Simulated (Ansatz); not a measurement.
For P (model structure, started from the beta-Sn type, I4₁/amd, No. 141, 2 atoms in the cell), PBEsol (PAW; Ansatz, an electronic-structure program) gives:

| Item | Value |
|---|---|
| lattice parameter a | 4.831 Å |
| lattice parameter c | 2.487 Å |

Q: What does r²SCAN (plane waves, PAW; Ansatz) give for the same quantities?

A: 
- lattice constant a: 4.887 Å (goes up by 1.2 %)
- lattice parameter c: 2.512 Å (grows by 1.0 %)

Changes are worked out from the printed values.

Unless a cell is named, each level is at its own relaxed cell (PBEsol 14.51, r²SCAN 15.00 Å³/atom).

Ansatz's density-functional and Hartree–Fock values are scalar-relativistic unless marked +SOC, with PAW data made under PBE.

A model structure was made by putting elements into a prototype or built by hand; it is no filed structure, need not be a known phase, and can be a saddle point held by its symmetry.
